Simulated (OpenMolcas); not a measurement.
# One shape, several levels: CH2BN (SMILES BC#N)

Aim: a comparison of 6 runs (HF/3-21G, HF/def2-TZVP, B3LYP/6-31G*, B2PLYP/def2-TZVP, M06-L/def2-TZVP, CCSD(T)/def2-TZVP) of CH2BN. 

The calculation is run with OpenMolcas 26.06.

### 1 The system as given

The species is CH2BN (5 atoms), meant as a singlet with charge 0. SMILES: `BC#N`. The coordinates come from a PBE0-D4/def2-TZVP relaxation.

Bond lengths: B1–C2 1.522 Å, C2–N3 1.154 Å, B1–H4 1.189 Å, B1–H5 1.189 Å. Angles: B1–C2–N3 180.0°, C2–B1–H4 118.9°, C2–B1–H5 118.9°, H4–B1–H5 122.2°.

### 2 Energy and forces at HF/3-21G (run 1)

The input, calc.input:

```
&GATEWAY
 BASLIB=$CurrDir
 BASISSET
 B.3-21G....
 B1 -0.219200 0.441300 -0.341900 angstrom
 End of Basis
 BASISSET
 C.3-21G....
 C2 0.352700 -0.696700 0.490700 angstrom
 End of Basis
 BASISSET
 N.3-21G....
 N3 0.786500 -1.559600 1.122200 angstrom
 End of Basis
 BASISSET
 H.3-21G....
 H4 -0.744300 0.187400 -1.377600 angstrom
 H5 -0.125900 1.554000 0.065300 angstrom
 End of Basis

&SEWARD

&SCF
 THRESHOLDS=1e-10 1e-07 1e-07 1e-05
 PRORBITALS=1 1

&ALASKA
```

The basis set 3-21G is read from a file made from the Basis Set Exchange's data (not shown).

Run with:

```bash
$ export MOLCAS_MEM=1860
$ pymolcas calc.input > calc.log
```

Log:

```text
--- Start Module: gateway ---
[...]
--- Stop Module: gateway /rc=_RC_ALL_IS_WELL_ ---
[...]
      Basis functions           31
[...]
--- Start Module: scf ---
[...]
       Convergence after  14 Iterations
[...]
::    Total SCF energy                               -117.4803548790
[...]
      Total spin, S                                     0.0000000000
[...]
      Total electronic charge=   20.000000
      Total            charge=   -0.000000
[...]
      Dipole Moment (debye):
      Origin of the operator (angstrom)=    0.3063   -0.6043    0.4232
                   X= -1.0271E+00               Y=  2.0438E+00               Z= -1.4953E+00           Total=  2.7328E+00
      Quadrupole Moment (debye*angstrom):
[...]
--- Stop Module: scf /rc=_RC_ALL_IS_WELL_ ---
[...]
--- Start Module: alaska ---
[...]
 *              Molecular gradients               *
 **************************************************
  Irreducible representation: a
 ------------------------------------------------------------------------------------------
                              X                       Y                       Z
 ------------------------------------------------------------------------------------------
  B1                2.97360831880256E-03   -5.82121739595243E-03    4.32626499779865E-03
  C2               -1.22198991268583E-02    2.42719076318121E-02   -1.77837991297514E-02
  N3                1.00497944753135E-02   -1.99769383019301E-02    1.46282469440955E-02
  H4               -1.57115863851587E-03   -1.80789473562198E-03   -3.31113913072789E-03
  H5                7.67654971258094E-04    3.33414280168887E-03    2.14042631856526E-03
 ------------------------------------------------------------------------------------------
--- Stop Module: alaska /rc=_RC_ALL_IS_WELL_ ---
[...]
```

Run time: 3.3 s. Hardware: 1 thread of AMD EPYC 7R43 (Zen 3), shared host; peak memory 0.37 GiB.

### 3 Energy and forces at HF/def2-TZVP (run 2)

The input, test.input:

```
&GATEWAY
  BASLIB = $CurrDir
  BASISSET
  B.def2-TZVP....
  B1 -0.219200 0.441300 -0.341900 angstrom
  End of Basis
  BASISSET
  C.def2-TZVP....
  C2 0.352700 -0.696700 0.490700 angstrom
  End of Basis
  BASISSET
  N.def2-TZVP....
  N3 0.786500 -1.559600 1.122200 angstrom
  End of Basis
  BASISSET
  H.def2-TZVP....
  H4 -0.744300 0.187400 -1.377600 angstrom
  H5 -0.125900 1.554000 0.065300 angstrom
  End of Basis

&SEWARD

&SCF
  THRESHOLDS = 1e-10 1e-07 1e-07 1e-05
  PRORBITALS = 1 1

&ALASKA
```

The basis set def2-TZVP is read from a file made from the Basis Set Exchange's data (not shown).

Run with:

```bash
$ export MOLCAS_MEM=1860
$ pymolcas test.input > test.log
```

Log:

```text
--- Start Module: gateway ---
[...]
--- Stop Module: gateway /rc=_RC_ALL_IS_WELL_ ---
[...]
      Basis functions          105
[...]
--- Start Module: scf ---
[...]
       Convergence after  13 Iterations
[...]
::    Total SCF energy                               -118.1870545672
[...]
      Total spin, S                                     0.0000000000
[...]
      Total electronic charge=   20.000000
      Total            charge=   -0.000000
[...]
      Dipole Moment (debye):
      Origin of the operator (angstrom)=    0.3063   -0.6043    0.4232
                   X= -1.1552E+00               Y=  2.2986E+00               Z= -1.6819E+00           Total=  3.0736E+00
      Quadrupole Moment (debye*angstrom):
[...]
--- Stop Module: scf /rc=_RC_ALL_IS_WELL_ ---
[...]
--- Start Module: alaska ---
[...]
 *              Molecular gradients               *
 **************************************************
  Irreducible representation: a
 ------------------------------------------------------------------------------------------
                              X                       Y                       Z
 ------------------------------------------------------------------------------------------
  B1                6.09608660206251E-03   -1.20384726627956E-02    8.87273815770051E-03
  C2               -2.77409354748395E-02    5.51529979755498E-02   -4.03805330486273E-02
  N3                2.31080736340523E-02   -4.59550958191617E-02    3.36386920349341E-02
  H4               -1.74361056189487E-03   -8.03618977000847E-04   -3.42410806745685E-03
  H5                2.80385800641193E-04    3.64418948346978E-03    1.29321092352852E-03
 ------------------------------------------------------------------------------------------
--- Stop Module: alaska /rc=_RC_ALL_IS_WELL_ ---
[...]
```

Run time: 21 s. Hardware: 1 thread of AMD EPYC 7R43 (Zen 3), shared host; peak memory 0.6 GiB.

Runs 3 to 5 aren't shown in full; the table further down has their settings and results.

### 4 The energy at CCSD(T)/def2-TZVP (Cholesky decomposition) (run 6)

The input, input.xyz:

```xyz
5

B     -0.219200     0.441300    -0.341900
C      0.352700    -0.696700     0.490700
N      0.786500    -1.559600     1.122200
H     -0.744300     0.187400    -1.377600
H     -0.125900     1.554000     0.065300
```

The input, job.input:

```
&GATEWAY
  BASLIB = $CurrDir
  COORD = input.xyz
  BASIS = def2-TZVP
  GROUP = NoSym

&SEWARD
  HIGH

&SCF
  THRESHOLDS = 1e-10 1e-07 1e-07 1e-05
  PRORBITALS = 1 2

&CHCC
  FROZEN = 3
  THRESHOLD = 1e-08
  MAXITERATIONS = 80

&CHT3
  FROZEN = 3
```

The basis set def2-TZVP is read from a file made from the Basis Set Exchange's data (not shown).

Run with:

```bash
$ export MOLCAS_MEM=1860
$ pymolcas job.input > job.log
```

Log:

```text
--- Start Module: gateway ---
[...]
--- Stop Module: gateway /rc=_RC_ALL_IS_WELL_ ---
[...]
      Basis functions          105
[...]
       Convergence after  13 Iterations
[...]
::    Total SCF energy                               -118.1870545643
[...]
      Total spin, S                                     0.0000000000
[...]
      Total electronic charge=   20.000000
      Total            charge=   -0.000000
[...]
      Dipole Moment (debye):
      Origin of the operator (angstrom)=    0.3063   -0.6043    0.4232
                   X= -1.1552E+00               Y=  2.2986E+00               Z= -1.6819E+00           Total=  3.0736E+00
      Quadrupole Moment (debye*angstrom):
[...]
--- Start Module: chcc ---
[...]
--- Stop Module: chcc /rc=_RC_ALL_IS_WELL_ ---
[...]
--- Start Module: cht3 ---
[...]
--- Stop Module: cht3 /rc=_RC_ALL_IS_WELL_ ---
[...]
```

It took 4.9 min on 1 thread of AMD EPYC 7R43 (Zen 3), shared host; peak memory 0.21 GiB.

### 5 The series

```csv
run,level,Cartesian functions,integration grid,energy (Eh),dipole moment (D) of the reference,HOMO energy (eV),LUMO energy (eV),wall time
1,HF/3-21G,no,–,-117.480355,2.73,-12.80,0.73,3.3 s
2,HF/def2-TZVP,no,–,-118.187055,3.07,-12.92,0.33,21 s
3,B3LYP/6-31G* (Cartesian functions),yes,UltraFine,-118.875970,2.53,-9.26,-3.26,14 s
4,B2PLYP/def2-TZVP,no,UltraFine,-118.816157,2.88,-10.93,-1.93,32 s
5,M06-L/def2-TZVP,no,UltraFine,-118.901515,2.57,-8.58,-3.80,50 s
6,CCSD(T)/def2-TZVP (Cholesky decomposition),no,–,-118.651523,3.07,-12.92,0.33,4.9 min
```

### 6 Outcome

```
                                          quantity          value
                               run 6: total energy  -118.65152 Eh
         run 6: dipole moment (mean-field density)         3.07 D
        run 6: HOMO energy (Hartree–Fock orbitals)      -12.92 eV
        run 6: LUMO energy (Hartree–Fock orbitals)        0.33 eV
      run 6: HOMO–LUMO gap (Hartree–Fock orbitals)       13.25 eV
run 6: correlation energy (3 core orbitals frozen)     -464.5 mEh
                             run 6: (T) correction     -21.47 mEh
```

Over runs 1, 2, 3, 4, 5 the dipole moment (its size) runs from 2.53 D (B3LYP/6-31G*) to 3.07 D (HF/def2-TZVP). The two ends differ in method and basis. Over runs 1, 2, 3, 4, 5 the HOMO–LUMO gap runs from 4.78 eV (M06-L/def2-TZVP) to 13.52 eV (HF/3-21G). For B2PLYP the log adds the whole second-order term; the table takes 0.27 of it, as the functional is defined. Totals of different functionals can't be ranked against each other. All runs together took 6.9 min, the longest 4.9 min.
